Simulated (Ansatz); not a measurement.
This geometry of AlH₃O₂ (6 atoms, charge 0, multiplicity 1) is a first-order saddle point.

The calculation used RKS PBE0-D4/def2-SVP in Ansatz.

```xyz
6
Properties=species:S:1:pos:R:3
O -1.257 -0.430 -0.408
Al 0.256 0.263 -0.377
O 1.270 0.156 0.981
H -2.118 -0.821 -0.440
H 0.820 1.060 -1.607
H 1.070 -0.291 1.804
```

**Question.** Which two structures does it join? (They come from a converged band through this point; their orientation in space is the band's.)

**Answer.** No bond is made or broken. The dihedral H4–O1–Al2–O3 changes from 0 to -180° by way of a nearly straight angle H4–O1–Al2 (up to 179°), not by a turn about the bond.

Initial state:

```xyz
6
Properties=species:S:1:pos:R:3
O -1.287 -0.298 -0.747
Al 0.271 0.291 -0.421
O 1.106 0.053 1.037
H -1.881 -0.813 -0.201
H 0.989 1.113 -1.546
H 0.845 -0.410 1.832
```

Final state:

```xyz
6
Properties=species:S:1:pos:R:3
O -1.289 -0.569 -0.122
Al 0.208 0.216 -0.315
O 1.312 0.181 0.972
H -1.990 -0.619 -0.773
H 0.634 0.978 -1.624
H 1.168 -0.251 1.815
```

**Question.** How far does it lie above each of them?

**Answer.** 0.067 eV above the first and 0.086 eV above the second. This is the barrier of this one path; another mechanism may lie lower.

Time of the run: 86 s on 1 CPU thread of a shared host.
